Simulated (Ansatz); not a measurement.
Base system: V in the bcc (W type) structure (space group Im-3m, No. 229; a = 2.985 Å).

Calculations: Ansatz (a program for electronic structure), r2SCAN, PAW, cutoff 500 eV, without spin-orbit coupling, earlier PAW set.

Now apply this change: Ta takes the place of V on all its sites; the structure is relaxed again.

Measured lattice parameter a: V 3.021 Å (static lattice; corrected from measurement; as listed in Daniel Mejia-Rodriguez, S. B. Trickey, Phys. Rev. B (2018)); Ta 3.299 Å (static lattice; corrected from measurement; as listed in Daniel Mejia-Rodriguez, S. B. Trickey, Phys. Rev. B (2018)).

Question: How well does r2SCAN reproduce the measured shift?

Answer: With r2SCAN the lattice parameter a moves by +0.320 Å (2.985 → 3.305) against +0.278 Å measured.

No phonon test of stability was made. Seeded moments were not kept for the base. All final runs are without spin polarisation.
